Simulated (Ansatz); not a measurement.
## Which is lower?

Two relaxed structures of AlSiH5O, singlet (PBE0-D4/def2-TZVP; forces vanish, vibrations not checked).

A:

| atom | x (Å) | y (Å) | z (Å) |
| --- | --- | --- | --- |
| O1 | -1.2026 | 0.4658 | -1.0456 |
| Al2 | -0.8609 | 2.1179 | -1.0276 |
| Si3 | 0.9393 | -0.8259 | 1.0471 |
| H4 | -1.6717 | -0.3200 | -1.3076 |
| H5 | 1.0956 | 0.6517 | 1.0696 |
| H6 | 1.9071 | -1.4198 | 2.0088 |
| H7 | 1.2314 | -1.3452 | -0.3110 |
| H8 | -0.4363 | -1.1967 | 1.4593 |

B:

```xyz
8
angstrom
O -1.9110 0.4489 -0.9581
Al -0.3402 0.8594 -0.4595
Si 0.9084 -0.8869 0.7146
H -2.4839 1.0520 -1.4298
H 0.2132 2.3146 -0.7841
H 1.4585 -0.3704 2.0015
H 2.0753 -1.3321 -0.1020
H 0.0796 -2.0855 1.0174
```

Computed with Ansatz 0.2.0 (basis: def2-TZVPP); correlated methods freeze the cores. B3LYP uses VWN-RPA correlation.

Question: Which structure is lower at CCSD(T), and by how much? (Judge from chemistry; the value comes from the calculation.)

Answer: By the calculation: B, by 50.8 kJ/mol (electronic energy, against the other). By their contacts, A is a complex of AlHO ([OH][Al]) + SiH₄ and B is AlSiH₅O ([OH][AlH][SiH3]).

All methods give the same order:

```
   method  E(B) − E(A) (kJ/mol)
   PBE-D4                 -56.5
r2SCAN-D4                 -69.6
  PBE0-D4                 -62.1
 B3LYP-D4                 -42.1
  wB97M-V                 -38.4
       HF                 -45.2
      MP2                 -55.2
     CCSD                 -49.2
  CCSD(T)                 -50.8
```

The T1 diagnostic stays at or below 0.014.

Labels in which every atom is bracketed show which atoms are joined, not bond orders.

For scale, one of the runs: CCSD(T)/def2-TZVPP, 185 basis functions, launched by `ansatz run in.yaml --threads 2 --pin off --events-out ev --progress --plain --max-ram 4352MiB`. The run took 30 s on 2 CPU threads of an Arm Neoverse V2 (shared host), with 1.7 GiB of host memory at its peak.
